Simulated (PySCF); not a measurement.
Vibration and rotation of MgP

UHF-CCSD(T) constants of MgP, ⁴Σ⁻ (quartet), unpaired electrons σ ↑, π ↑↑ (Mg x2c-SVPall, P x2c-SVPall; spin-free X2C with a Gaussian nucleus (PySCF 2.14); masses 23.9850 and 30.9738 u):

- ωe: 253.5 cm⁻¹
- ωexe: 5.21 cm⁻¹
- Be: 0.18219 cm⁻¹
- αe: 0.00299 cm⁻¹
- D (centrifugal): 3.77e-07 cm⁻¹
- De to Mg + P: 0.256 eV

(1) Give the vibrational terms G(v) and spacings up to v = 6.

(2) How well does the Morse estimate ωe²/(4ωexe) reproduce De, and what is D0?

Correlated steps freeze 6 core orbitals. The bond is weak. Basis-set superposition, not corrected here, can be much of De in a small basis, most of all at correlated wavefunction levels. The state is the lowest determinant that a PBE0 search found; another state may lie lower at other levels.

Answers

(1) G(v) = ωe(v+½) − ωexe(v+½)².

```
v  G(v) (cm⁻¹)  G(v) − G(v−1)  Bv (cm⁻¹)
0          125                    0.1807
1          369            243     0.1777
2          601            233     0.1747
3          823            222     0.1717
4         1035            212     0.1687
5         1237            201     0.1657
6         1428            191     0.1628
```

(2) It gives 0.382 eV, 149 % of the computed De. D0 = De − G(0) = 0.256 − 0.016 = 0.240 eV.
